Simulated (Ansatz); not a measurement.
Geometry optimisation, Ansatz, RKS PBE/def2-SVP.

Input:

```yaml
crystal:
  periodic: [false, false, false]
  atoms:
    - { symbol: B, position_ang: [-0.003786, 0.231804, 0.031902] }
    - { symbol: H, position_ang: [-0.253703, 0.520858, 1.16968] }
    - { symbol: H, position_ang: [1.113122, -0.019997, -0.365824] }
    - { symbol: Cl, position_ang: [-1.310994, 0.301932, -1.149054] }
    - { symbol: "N", position_ang: [-0.331617, -2.236181, 1.182087] }
    - { symbol: H, position_ang: [-0.89373, -2.358352, 0.327313] }
    - { symbol: H, position_ang: [0.662258, -2.263012, 0.909823] }
    - { symbol: H, position_ang: [-0.529651, -1.282152, 1.556373] }
basis:
  gaussian: { orbitals: def2-SVP }
hamiltonian:
  xc: pbe
relax:
  f_tol: 0.03
  max_steps: 50
```

Command:

```bash
$ ansatz run input.yaml --threads 1 --pin off --max-ram 2048MiB --backend cpu --events-out ev --progress --plain --runs-dir out
```

Problem. Where does it end, and by what steps?

Solution. It converged. The force dipped under the threshold on the way, but the program's further checks kept it going. After 26 steps the energy has fallen by 1.247 eV; H8 moved furthest, 0.77 Å. Joined: B1–N5 (2.74 → 1.64 Å).

| step | energy less start (eV) | largest force component (eV/Å) | accepted |
| --- | --- | --- | --- |
| 0 | 0.0000 | 0.665 | yes |
| 1 | 0.0428 | 1.144 | no |
| 2 | -0.0389 | 0.691 | yes |
| 3 | -0.0581 | 0.738 | yes |
| 4 | -0.0660 | 0.875 | yes |
| 5 | -0.0747 | 0.716 | yes |
| 6 | -0.0889 | 0.365 | yes |
| 7 | -0.1191 | 0.236 | yes |
| 8 | -0.1646 | 1.178 | yes |
| 9 | -0.2875 | 2.808 | yes |
| 10 | -0.7690 | 2.543 | yes |
| 11 | -1.1055 | 0.828 | yes |
| 12 | -1.1576 | 0.469 | yes |
| 13 | -1.1750 | 0.046 | yes |
| 14 | -1.1751 | 0.017 | yes |
| 15 | -1.1752 | 0.002 | yes |
| 16 | -1.1752 | 0.004 | yes |
| 17 | -1.1753 | 0.051 | yes |
| 18 | -1.1759 | 0.084 | yes |
| 19 | -1.1774 | 0.115 | yes |
| 20 | -1.1803 | 0.156 | yes |
| 21 | -1.1851 | 0.187 | yes |
| 22 | -1.1848 | 0.884 | no |
| 23 | -1.2009 | 0.134 | yes |
| 24 | -1.2156 | 0.246 | yes |
| 25 | -1.2186 | 0.697 | yes |
| 26 | -1.2473 | 0.025 | yes |

```xyz
8
Properties=species:S:1:pos:R:3
B -0.043 -0.110 0.227
H -0.602 0.636 1.022
H 1.168 0.046 0.124
Cl -0.907 -0.184 -1.425
N -0.248 -1.617 0.833
H -1.248 -1.871 0.797
H 0.259 -2.319 0.274
H 0.072 -1.686 1.811
```

Whether the end is a true minimum wasn't checked by a vibrational analysis.

The run took 64 s on 1 thread of AMD EPYC 7R43 64-Core Processor (Zen 3), with other jobs on the host, peak memory 0.14 GiB.
